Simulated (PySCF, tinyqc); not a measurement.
Inside a calculation. Method: CISD on RHF in the sto-3g basis, frozen core, for OH-, spin multiplicity 1. The basis has no diffuse functions, so it cannot describe the extra electron: this is an exercise in the method, not the real anion. The lowest restricted solution is unstable here: a spin-polarised one lies 0.0000 hartree lower (PySCF). One step of it, computed by the program tinyqc.

Problem. CISD: roots. Diagonalise (each vector has its largest component positive (the first on a tie)); all determinants have Ms = 0, so triplets appear too. The lowest singlet root is the correlation energy.

Occupation strings over the orbitals (2 doubly, a alpha, b beta, 0 empty; spin orbitals ordered 1a 1b 2a 2b ...): 222220 22a22b 2a222b 22b22a 2b222a 222202 222022 220222 2ab222 2ba222 202222

H - E(HF) between determinants (hartree), lower triangle:
```
           222220     22a22b     2a222b     22b22a     2b222a     222202     222022     220222
222220   0.000000
22a22b   0.000000   0.371863
2a222b   0.000000   0.016703   0.899290
22b22a   0.000000  -0.186104  -0.003767   0.371863
2b222a   0.000000  -0.003767  -0.121173   0.016703   0.899290
222202   0.038343  -0.017304  -0.020745   0.017304   0.020745   0.374351
222022   0.038343  -0.017304  -0.020745   0.017304   0.020745   0.047444   0.374351
220222   0.186104   0.173799   0.078680  -0.173799  -0.078680   0.017969   0.017969   0.942803
2ab222  -0.003767  -0.078680   0.079192   0.052926  -0.066974   0.028095   0.028095  -0.069330
2ba222   0.003767   0.052926  -0.066974  -0.078680   0.079192  -0.028095  -0.028095   0.069330
202222   0.121173  -0.066974   0.016416   0.066974  -0.016416   0.166604   0.166604   0.080393

           2ab222     2ba222    202222
2ab222   1.215286
2ba222  -0.080393   1.215286
202222   0.039471  -0.039471  1.899754
```

Give: lowest roots of this matrix, relative to E(HF); lowest vectors; <S^2> of these roots; weight of the ground state by excitation level 0, 1, 2, ....

Solution.

lowest roots of this matrix, relative to E(HF) (hartree): -0.0468  0.1848  0.3269  0.3694  0.4410  0.7780  0.8540  1.1360

lowest vectors:
```
         root 1   root 2   root 3   root 4
222220   0.9741   0.0000   0.0000   0.0036
22a22b   0.0486   0.7067   0.0000   0.2269
2a222b   0.0122  -0.0158   0.0000   0.0657
22b22a  -0.0486   0.7067   0.0000  -0.2269
2b222a  -0.0122  -0.0158   0.0000  -0.0657
222202  -0.0531   0.0000   0.7071   0.6477
222022  -0.0531   0.0000  -0.7071   0.6477
220222  -0.1971   0.0000   0.0000  -0.1882
2ab222  -0.0006   0.0194   0.0000  -0.0267
2ba222   0.0006   0.0194   0.0000   0.0267
202222  -0.0402   0.0000   0.0000  -0.1116
```

<S^2> of these roots: 0.0000  2.0000  0.0000  0.0000  0.0000  2.0000  0.0000  2.0000

weight of the ground state by excitation level 0, 1, 2, ...: 0.9489  0.0050  0.0461

With one virtual orbital singles and doubles already span the full space.
